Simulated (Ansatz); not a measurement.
Computed with Ansatz on PBE0-D4/def2-TZVP structures; ΔE is electronic, products minus reactants. CCSD(T)/CBS is the MP2 limit (def2-TZVPP, def2-QZVPP) plus CCSD(T) − MP2 in def2-TZVPP, frozen cores. This one scheme is used for every species. DFT in def2-TZVPP. HSE06 is defined as in plane-wave codes. Each species was taken in one conformer, which may not be the lowest.

`NC(O)CO` + CH₄ → `CCC(N)O` + H₂O  (formal exchange of groups at a C–O bond)

Question: Is it downhill or uphill in electronic energy at CCSD(T)/CBS, and by how much? (Estimate.)

Answer: Ansatz gave: Downhill: ΔE = -36.1 kJ/mol.

Question: What do these levels give: PBE-D4, HSE06-D4, revPBE, PBE0, HSE06, HF/def2-QZVPP? (An estimate is asked.)

Answer: Computed: PBE-D4 -26.7, HSE06-D4 -29.8, revPBE -24.0, PBE0 -28.2, HSE06 -28.2, HF/def2-QZVPP -23.3 kJ/mol.

Largest T1 diagnostic among the species: 0.010.

From r2SCAN to r2SCAN0 (25 % exact exchange), in def2-TZVPP and without D4, ΔE moves by −3.3 kJ/mol. In def2-TZVPP, CCSD(T) changes the Hartree–Fock value by −8.9 kJ/mol (the triples alone add +0.1 kJ/mol) and MP2 by −14.6 kJ/mol.
